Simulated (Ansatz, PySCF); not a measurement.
This Ansatz (an electronic-structure program) input computes a CCSD(T)/cc-pVDZ energy:

Ansatz 0.2 input:
```yaml
crystal:
  periodic: [false, false, false]
  atoms:
    - {symbol: H, position_ang: [-0.00000000, -0.00000000, -0.37201156]}
    - {symbol: H, position_ang: [0.00000000, 0.00000000, 0.37201156]}
basis:
  gaussian:
    orbitals: cc-pVDZ
magnetization: {spin_polarized: false}
correlation: {method: ccsd_t, electrons: outside_noble_gas}
```

**Question.** Write an input for the same energy in PySCF and say what it gives.

**Answer.** 
```python
from pyscf import gto, scf, mp, cc as ccmod

mol = gto.M(
    atom='''
    H    -0.00000000   -0.00000000   -0.37201156
    H     0.00000000    0.00000000    0.37201156
    ''',
    basis='cc-pvdz',
    charge=0,
    spin=0,
    verbose=4,
)

mf = scf.RHF(mol)
mf.conv_tol = 1e-10
mf.max_cycle = 100
mf.kernel()
mp2 = mp.MP2(mf, frozen=0).run()
cc = ccmod.CCSD(mf, frozen=0)
cc.max_cycle = 100
cc.kernel()
et = cc.ccsd_t()
print(f'E(CCSD(T)) = {cc.e_tot + et:.9f}')
```
It gives -1.16348 Eh, and Ansatz -1.16348 Eh, a difference of 0.00 mEh.
